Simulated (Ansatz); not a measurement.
**AlHO+ (doublet): wave-function methods side by side, def2-QZVPP**

An exercise on one series of results from a longer session: the logs are not shown, and one member is left open.

Method: def2-QZVPP, core rule «outside noble gas», up to 6 orbitals frozen; program: Ansatz 0.2.0, Gaussian basis.

The runs, in order: UHF; ROHF; CCSD(T) on UHF.

2 further runs of the same task are left out: 2 set aside as unsound or not needed.

### The geometry

The geometry is a PBE0/def2-TZVP stationary point (not a proven minimum) of the parent state, kept for this charge and spin.

3 atoms, charge 1, spin multiplicity 2.

Atoms are counted from 1 here; the program's logs count them from 0.

Bond lengths: Al1–O2 1.594 Å, Al1–H3 1.568 Å. Angles: O2–Al1–H3 180.0°.

Set-up of the first run:

in.yaml

```yaml
crystal:
  periodic: [false, false, false]
  atoms:
    - {symbol: Al, position_ang: [0.000000, 0.000000, 0.008471]}
    - {symbol: O, position_ang: [0.000000, 0.000000, -1.585277]}
    - {symbol: H, position_ang: [0.000000, 0.000000, 1.576806]}
basis:
  gaussian: {orbitals: "def2-QZVPP.json"}
total_charge: 1
magnetization: {spin_polarized: true, initial_magnetization: 1}
hamiltonian: {xc: hf}
output: {orbitals: {seedname: orbitals}}
```

Started as:

```console
ansatz run in.yaml --threads 1 --pin off --events-out ev --progress --plain --max-ram 2393MiB
```

Steps of the session up to this table: UHF; ROHF; CCSD(T) on UHF.

One table of the session follows, with a row left open; its other results are not shown here.

It belongs to the step «Misses and costs». 

| method | from UCCSD(T) (kcal/mol) |
| --- | --- |
| ROHF | ? |
| UHF | +176.23 |
| UMP2 | +16.35 |
| UCCSD | +5.07 |
| UCCSD(T) | 0 |

**Question.** Estimate the row for ROHF.

The run gave: from UCCSD(T) (kcal/mol): +179.05. In the column «from UCCSD(T) (kcal/mol)» it is the highest.
